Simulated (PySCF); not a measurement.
Ethylamine, C2H7N, SMILES CCN, point group Cs.

Force field and properties: PBE0/pcSseg-1 (PySCF, grid level 2). Vibrational terms come from second-order perturbation theory with semi-diagonal cubic constants, by steps of ±0.6 along the normal coordinates of each isotopologue. The parent has the commonest isotopes.

Equilibrium geometry (Å):

```json
{"atom": "C1", "x": "-1.0123", "y": "-0.3264", "z": "0.1106"}
{"atom": "C2", "x": "0.1522", "y": "0.6136", "z": "-0.1754"}
{"atom": "N3", "x": "1.4823", "y": "0.0375", "z": "-0.0657"}
{"atom": "H4", "x": "-1.0115", "y": "-1.1786", "z": "-0.5811"}
{"atom": "H5", "x": "-0.9549", "y": "-0.7270", "z": "1.1310"}
{"atom": "H6", "x": "-1.9786", "y": "0.1838", "z": "0.0081"}
{"atom": "H7", "x": "0.1049", "y": "1.4757", "z": "0.5027"}
{"atom": "H8", "x": "0.0508", "y": "1.0292", "z": "-1.1865"}
{"atom": "H9", "x": "1.6256", "y": "-0.3386", "z": "0.8686"}
{"atom": "H10", "x": "1.5770", "y": "-0.7504", "z": "-0.7024"}
```

**Question.** How much do zero-point and thermal motion change the parent's shieldings?

**Answer.** 
```tsv
atom	σe (ppm)	anharmonic part, 0 K	harmonic part, 0 K	Δσ at 0 K	Δσ at 400 K	Δσ at 700 K
C1	161.11	-0.25	-4.78	-5.03	-4.95	-4.88
C2	144.42	-1.69	-3.57	-5.26	-5.04	-4.96
N3	221.48	2.17	-13.27	-11.10	-11.06	-10.96
H4	30.57	-0.07	-0.65	-0.72	-0.76	-0.84
H6	30.27	0.00	-0.73	-0.73	-0.75	-0.81
H7	28.87	-0.24	-0.53	-0.77	-0.79	-0.87
H9	31.27	0.08	-0.89	-0.81	-0.87	-0.98
```

**Question.** And the bond lengths, in the parent and with ²H at 9?

**Answer.** 
| bond | re (Å) | ⟨r⟩ at 0 K | between mean positions | ⟨r⟩, labelled |
| --- | --- | --- | --- | --- |
| C1–C2 | 1.5236 | 1.5343 | 1.5329 | 1.5344 |
| C2–N3 | 1.4536 | 1.4619 | 1.4602 | 1.4618 |
| C1–H4 | 1.0977 | 1.1190 | 1.0996 | 1.1190 |
| C1–H6 | 1.0975 | 1.1188 | 1.0979 | 1.1187 |
| C2–H7 | 1.0979 | 1.1198 | 1.1066 | 1.1199 |
| N3–H9 | 1.0174 | 1.0371 | 1.0128 | 1.0318 |

**Question.** What are the dipole moments?

**Answer.** 1.377 D at equilibrium; averaged at 0 K: parent 1.283 D; ²H at 9 1.294 D. Measured: 1.22 D (NIST CCCBDB Release 22 (SRD 101), experimental dipoles).

Internal rotors are held in one well.

The study (163 SCF points, 86 basis functions) took 15 min on 1 thread of Intel Xeon Platinum 8259CL @ 2.50GHz, on a host shared with other jobs (rough), peak memory 0.49 GiB, launched as `OMP_NUM_THREADS=1 python ens_run.py task.json out`.
